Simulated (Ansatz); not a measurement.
Process, species as SMILES: C(=C)Cl → 2 C atom + Cl atom + 3 H atom
B3LYP-D3(BJ)/def2-TZVP geometries, fixed; electronic energies without zero-point terms.
Largest species:
```
C
C 1 1.3205
H 1 1.0805 2 123.94
H 2 1.0811 1 122.25 3 180.00
H 2 1.0820 4 118.23 1 180.00
Cl 1 1.7376 3 112.62 2 180.00
```

Basis-set convergence of the atomisation energy at PBE with Ansatz (a quantum-chemistry and plane-wave program). Cartesian d functions, on some or all atoms, in 6-31+G*, 6-311+G**; all else is spherical. The program fits the integrals of some runs and decomposes those of others, by size. Open shells are unrestricted. No added dispersion term, no relativity. Functions are those of the species that has most. Reference: the value in aug-pcseg-3, 557.72 kcal/mol, itself unsure by roughly 0.17 kcal/mol (its mean distance from aug-cc-pV(Q+d)Z, def2-QZVPPD, pcseg-3). Deviations are taken from unrounded values.

```tsv
basis	functions
cc-pV(D+d)Z	66
6-31+G*	67
def2-SVPD	91
6-311+G**	93
6-311++G(2d,2p)	119
cc-pV(T+d)Z	141
def2-TZVPD	147
def2-TZVPPD	176
6-311++G(3df,3pd)	179
cc-pV(Q+d)Z	264
def2-QZVPPD	304
```

### Question
Which is the smallest set listed that can be trusted to 4 kcal/mol here, that is, within that of the reference together with its larger relatives (same family, alike in diffuse functions; a set with none to test it counts only in the reference's own line)?

### Answer
The smallest set listed that lies within 4 kcal/mol of the reference with all its larger relatives (same family, alike in diffuse functions; a set with none counts only in the reference's own line) is def2-SVPD (91 functions, 3.16 kcal/mol off). Value minus reference: cc-pV(D+d)Z -6.98, 6-31+G* -6.43, def2-SVPD 3.16, 6-311+G** -4.80, 6-311++G(2d,2p) -1.70, cc-pV(T+d)Z -0.09, def2-TZVPD -0.44, def2-TZVPPD 0.22, 6-311++G(3df,3pd) 0.75, cc-pV(Q+d)Z 0.45, def2-QZVPPD -0.32 kcal/mol.
